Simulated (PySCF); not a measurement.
Below is a simulated gas-phase C 1s photoelectron spectrum of `C/C=C(\C)F`.

Every computed line was given a Gaussian of 0.6 eV full width at half maximum and an area set by the number of equivalent atoms; the highest printed point is 100. Theory: delta-SCF UKS SCAN, pcX-2 on the ionised atom, pcseg-1 elsewhere, spin-free X2C in PySCF.

```csv
binding energy (eV),intensity
289.4,0
289.5,1
289.6,3
289.7,6
289.8,13
289.9,24
290.0,36
290.1,48
290.2,54
290.3,53
290.4,46
290.5,39
290.6,36
290.7,43
290.8,58
290.9,77
291.0,93
291.1,100
291.2,94
291.3,78
291.4,57
291.5,36
291.6,20
291.7,10
291.8,5
291.9,5
292.0,8
292.1,16
292.2,27
292.3,40
292.4,50
292.5,54
292.6,50
292.7,39
292.8,27
292.9,16
293.0,8
293.1,3
293.2,1
293.3,0
```

Task: How many maxima does the curve show, and how many computed lines lie under it?

Result: The curve has 3 maxima (at 290.2, 291.1 and 292.5 eV). Under it lie 4 lines from 4 inequivalent carbon sites. At this width some lines have no maximum of their own.

Task: Decompose the envelope and assign each component. Numbering: `[CH3:1]/[CH:2]=[C:3](\[CH3:4])[F:5]`.

Result: 
```
position (eV)  relative area  line  atoms         environment
       290.23              1  C 1s     C2    alkene CH carbon
       291.01              1  C 1s     C1      allylic carbon
       291.21              1  C 1s     C4      allylic carbon
       292.50              1  C 1s     C3  vinylic C–F carbon
```

The listed C 1s values span 2.27 eV, from C2 (bonded to C (double bond), C and H) to C3 (bonded to F, C (double bond) and C). The widest gap between neighbouring values is 1.29 eV, between 291.21 and 292.50 eV. Summing the Pauling electronegativity differences to the bonded atoms, each weighted by its formal bond order, gives -0.35 for the lowest site and +1.43 for the highest; no listed site has a larger sum than the highest. The smallest sum, -1.05, belongs to C1, 0.78 eV above the lowest.

Shake-up satellites, vibrational structure and lifetime widths aren't simulated. Isolated species at its PBE0-D3(BJ)/def2-SVP geometry, gas phase.
